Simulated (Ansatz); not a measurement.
A calculation with Ansatz (development build ahead of 0.2.0).

```yaml
crystal:
  periodic: [false, false, false]
  atoms:
    - { symbol: "N", position_ang: [0.00048, 0.00085, -0.45643] }
    - { symbol: O, position_ang: [-0.00036, 1.06204, 0.19936] }
    - { symbol: O, position_ang: [-0.00063, -1.06157, 0.19909] }
basis:
  gaussian: { orbitals: cc-pVTZ }
total_charge: -1
hamiltonian:
  xc: hf
```

The input is written out in the form of the current development build from the run's settings.

The run gave:

| Item | Value |
| --- | --- |
| Converged | yes |
| Total energy | -204.15132 hartree |
| Spin squared of the determinant | 0.000 |

Caution: no diffuse functions for an anion.
